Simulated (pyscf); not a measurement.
`[F][Si][F]` [singlet] + `[NH3]` → `[NH2][SiH]([F])[F]` (insertion; singlet surface; H–N broken, N–Si, H–Si formed). Structures and frequencies: ωB97X-D3(BJ)/def2-SVP in PySCF. Correlated levels are frozen-core, on RHF or UHF. ΔMP2 is the change of the MP2 total energy from the triple- to the quadruple-zeta basis. Energies in eV from the separated reactants.

```json
[
 {"level": "ωB97X-D3(BJ)/def2-TZVP", "barrier": "1.09", "reaction energy": "-2.38"},
 {"level": "r²SCAN/def2-TZVP", "barrier": "0.75", "reaction energy": "-2.42"},
 {"level": "B3LYP-D3(BJ)/def2-TZVP", "barrier": "1.07", "reaction energy": "-2.17"},
 {"level": "M06-2X/def2-TZVP", "barrier": "1.08", "reaction energy": "-2.35"},
 {"level": "ωB97M-D3(BJ)/def2-TZVP", "barrier": "1.22", "reaction energy": "-2.13"},
 {"level": "CCSD/def2-TZVPP", "barrier": "1.33", "reaction energy": "-2.24"},
 {"level": "CCSD(T)/def2-TZVPP + ΔMP2(QZVPP)", "barrier": "1.16", "reaction energy": "-2.24"}
]
```

Of the functionals in the table, ωB97M-D3(BJ) is closest to CCSD(T)/def2-TZVPP + ΔMP2(QZVPP) in the barrier (0.06 eV apart) and r²SCAN least close (0.42 eV); that level has limits of its own. On the reactant side the descent ends in an adduct with a N–Si contact, 0.86 eV under the separated species and 1.95 eV under the saddle at ωB97X-D3(BJ)/def2-TZVP. What is counted as formed (N–Si) is already present as a longer contact in the reactant adduct; forming that adduct is a step of its own. One saddle was located; it need not be the lowest between these sides. The CCSD(T) − MP2 part came from Ansatz, without density fitting, on the same reference.
